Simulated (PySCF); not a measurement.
Compound: C₂H₇Al.
Z-matrix (Å and degrees, PBE0-D3(BJ)/def2-SVP geometry), rows numbered from 1:
```
C 
C   1  1.5279
Al  2  1.9645  1  117.61
H   1  1.1028  2  112.43  3  -179.60
H   1  1.1020  2  111.81  3    60.08
H   1  1.1019  2  111.84  3   -59.21
H   2  1.1076  1  110.60  3  -123.16
H   2  1.1079  1  110.53  3   122.81
H   3  1.5958  2  121.36  1     1.57
H   3  1.5951  2  119.42  1  -178.55
```

All values: PBE0/pcSseg-1 and CAM-B3LYP/def2-SVPD (PySCF, non-relativistic), on one gas-phase PBE0-D3(BJ)/def2-SVP geometry that isn't relaxed in the solvent. The solvent is an IEF-PCM continuum (van der Waals radii × 1.2). Only the electrostatic response of the medium enters.

Gas phase at PBE0/pcSseg-1: HOMO -7.58 eV, LUMO -1.36 eV, dipole 0.69 D.

Problem. What does the continuum do to the energy, the frontier levels and the dipole at PBE0/pcSseg-1 in benzene and dichloromethane?

Solution. 
```csv
solvent,ε,E(solvent) − E(gas) (kcal/mol),polarisation term (kcal/mol),distortion of the solute (kcal/mol),HOMO (eV),LUMO (eV),dipole (D)
benzene,2.271,-1.73,-1.82,0.09,-7.47,-1.12,0.77
dichloromethane,8.93,-3.36,-3.71,0.35,-7.40,-0.92,0.84
```

The polarisation term is half the interaction of the solute with the surface charges that it induces; the rest is the cost of distorting the solute's density. The sum is the electrostatic part of solvation alone. From benzene to dichloromethane the lowering changes by a factor 1.94, Onsager's factor (ε − 1)/(2ε + 1) by 1.83 and ε itself by 3.9.

Problem. Which IAO charges (PBE0/pcSseg-1) respond most in benzene (means over atoms taken as equivalent)?

Solution. 
| atoms | environment | gas (e) | solvent (e) | change |
| --- | --- | --- | --- | --- |
| Al3 | aluminium bonded to C and 2 H | +0.752 | +0.776 | +0.024 |
| H9/H10 | Al–H hydrogen | -0.207 | -0.219 | -0.012 |
| C1 | methyl carbon | -0.394 | -0.395 | -0.001 |
| H7/H8 | methylene hydrogen | +0.143 | +0.143 | 0.000 |
| H4/H5/H6 | methyl hydrogen | +0.131 | +0.132 | +0.001 |
| C2 | chain CH2 carbon | -0.624 | -0.624 | 0.000 |

Problem. Which Mayer bond orders change most in benzene?

Solution. 
| bond | length (Å) | gas | solvent | change |
| --- | --- | --- | --- | --- |
| Al3–H9 | 1.596 | 0.901 | 0.887 | -0.014 |
| Al3–H10 | 1.595 | 0.902 | 0.888 | -0.014 |
| C1–C2 | 1.528 | 1.032 | 1.034 | +0.002 |
| C2–Al3 | 1.965 | 0.866 | 0.867 | +0.001 |
| C1–H5 | 1.102 | 0.969 | 0.968 | -0.001 |
| C1–H4 | 1.103 | 0.969 | 0.969 | 0.000 |
| C1–H6 | 1.102 | 0.968 | 0.968 | 0.000 |
| C2–H7 | 1.108 | 0.945 | 0.945 | 0.000 |

Problem. How do the nuclear quadrupole coupling constants eQVzz/h respond in benzene?

Solution. 
| nucleus | Q (barn) | gas (MHz) | solvent (MHz) | η gas | η solvent |
| --- | --- | --- | --- | --- | --- |
| 27Al at Al3 | 0.1466 | 52.53 | 51.90 | 0.08 | 0.10 |

Gas phase at CAM-B3LYP/def2-SVPD: HOMO -8.93 eV, LUMO -0.38 eV, dipole 0.71 D.

Problem. What does the continuum do to the energy, the frontier levels and the dipole at CAM-B3LYP/def2-SVPD in benzene and dichloromethane?

Solution. 
| solvent | ε | E(solvent) − E(gas) (kcal/mol) | polarisation term (kcal/mol) | distortion of the solute (kcal/mol) | HOMO (eV) | LUMO (eV) | dipole (D) |
| --- | --- | --- | --- | --- | --- | --- | --- |
| benzene | 2.271 | -1.76 | -1.87 | 0.11 | -8.80 | -0.13 | 0.79 |
| dichloromethane | 8.93 | -3.44 | -3.86 | 0.42 | -8.73 | 0.06 | 0.86 |

Problem. How does the static polarisability (CAM-B3LYP/def2-SVPD, frozen core, with the continuum's full static response) change?

Solution. 
```csv
medium,isotropic (au),principal values (au),⟨r²⟩ of the electrons (bohr²)
gas,55.3,"46.6, 55.2, 64.2",347.2
benzene,62.9,"53.0, 63.6, 72.1",347.7
dichloromethane,71.2,"61.0, 72.9, 79.6",348.3
```

The isotropic value in dichloromethane is 1.29 times the gas-phase one; no cavity-field correction is applied. ⟨r²⟩ is taken about the centre of nuclear charge.
